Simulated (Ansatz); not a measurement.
**Pulling the pair apart**

The pair of NH4⁺ (SMILES [NH4+], atoms 1–5) and HF (SMILES F, atoms 6–7), both closed shells, in one local arrangement (a lower one may exist), relaxed at PBE0-D4/def2-TZVP:

N1  (0.004, 0.040, -0.907)
H2  (-0.056, 0.063, 0.126)
H3  (-0.424, -0.821, -1.253)
H4  (0.985, 0.065, -1.190)
H5  (-0.484, 0.844, -1.305)
F6  (0.092, -0.203, 1.825)
H7  (-0.116, 0.012, 2.703)
(Å)

HF is shifted rigidly along the line between the mean atom positions of the two fragments (negative: closer). Counterpoise interaction energies in kcal/mol. Computed with Ansatz 0.2.0 (basis: def2-TZVPPD); correlated methods freeze the cores.

```json
{"shift (Å)": "-0.17", "MP2": "-10.61", "r2SCAN-D4": "-11.68", "PBE-D4": "-11.65"}
{"shift (Å)": "-0.09", "MP2": "-11.53", "r2SCAN-D4": "-12.41", "PBE-D4": "-12.41"}
{"shift (Å)": "0.00", "MP2": "-11.90", "r2SCAN-D4": "-12.63", "PBE-D4": "-12.65"}
{"shift (Å)": "0.09", "MP2": "-11.91", "r2SCAN-D4": "-12.51", "PBE-D4": "-12.55"}
{"shift (Å)": "0.21", "MP2": "-11.56", "r2SCAN-D4": "-12.01", "PBE-D4": "-12.08"}
{"shift (Å)": "0.43", "MP2": "-10.41", "r2SCAN-D4": "-10.65", "PBE-D4": "-10.76"}
{"shift (Å)": "0.86", "MP2": "-8.07", "r2SCAN-D4": "-8.13", "PBE-D4": "-8.23"}
{"shift (Å)": "1.73", "MP2": "-5.10", "r2SCAN-D4": "-5.10", "PBE-D4": "-5.08"}
```

Task: What does CCSD(T) give at these shifts? (An estimate is asked for; the value comes from the calculation.)

Result: Computed: -10.56, -11.50, -11.89, -11.91, -11.56, -10.40, -8.05, -5.08 kcal/mol. For zero shift, CCSD(T) at an estimated basis limit (MP2 extrapolated from triple and quadruple zeta, plus CCSD(T) − MP2 in triple zeta) gives -12.38 kcal/mol. These are counterpoise interaction energies, counted from the two frozen fragments.

No T1 diagnostic of these runs exceeds 0.008.

For scale, one of the runs: CCSD(T)/def2-TZVPPD, 162 basis functions, launched by `ansatz run in.yaml --threads 2 --pin off --events-out ev --progress --plain --max-ram 5222MiB`. Time: 12 s of wall clock on 2 CPU threads of an Intel Xeon Platinum 8488C; the host was shared. Peak host memory: 1.3 GiB.
